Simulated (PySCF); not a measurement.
# C4H5FO: the cost of one run

Programs: PySCF 2.14.0, with density-fitted response routines of our own. Each step states its level of theory. These are calculated values for one molecule in the gas phase, unless marked as measured. Atoms count from 0, in the outputs and in this text.

### 1 Starting geometry

11 atoms, charge 0, multiplicity 1; geometry from: GFN2-xTB. The atoms were then displaced at random by about 0.01 Å, so the start is not that level's minimum.

Bonds of the start (Å): O0–C1 1.19, C1–F2 1.36, C1–C3 1.42, C3–C4 1.55, C4–C5 1.49, C5–C3 1.54, C3–H6 1.09, C4–H7 1.06, C4–H8 1.05, C5–H9 1.08, C5–H10 1.07.

### 2 Geometry optimisation at PBE0-D3(BJ)/def2-SVP

Job settings and geometry (Å):

```
{"job": {"xc": "PBE0", "basis": "def2-SVP", "d3": "d3bj", "grid": 1, "shake": 0.01, "kind": "geom"}, "charge": 0, "multiplicity": 1}
O      2.002900    -0.353740    -0.908310
C      1.517410    -0.037080     0.133990
F      2.348170     0.200870     1.181710
C      0.162650     0.140780     0.537920
C     -0.901850    -0.763140    -0.130890
C     -0.838060     0.678890    -0.500710
H     -0.000500     0.416380     1.576670
H     -1.697200    -1.099140     0.491460
H     -0.526490    -1.478880    -0.804330
H     -1.604150     1.345800    -0.141390
H     -0.424750     0.923430    -1.451790
```

The run is started by

```sh
OMP_NUM_THREADS=1 python probes_run.py task.json out
```

One launch serves the whole session: the jobs run in the order shown.

**Question.** How long does this first job take on 1 thread of Intel Xeon Platinum 8488C, shared host, and how much memory does it need?

About 45 s, with a peak of 0.46 GiB.
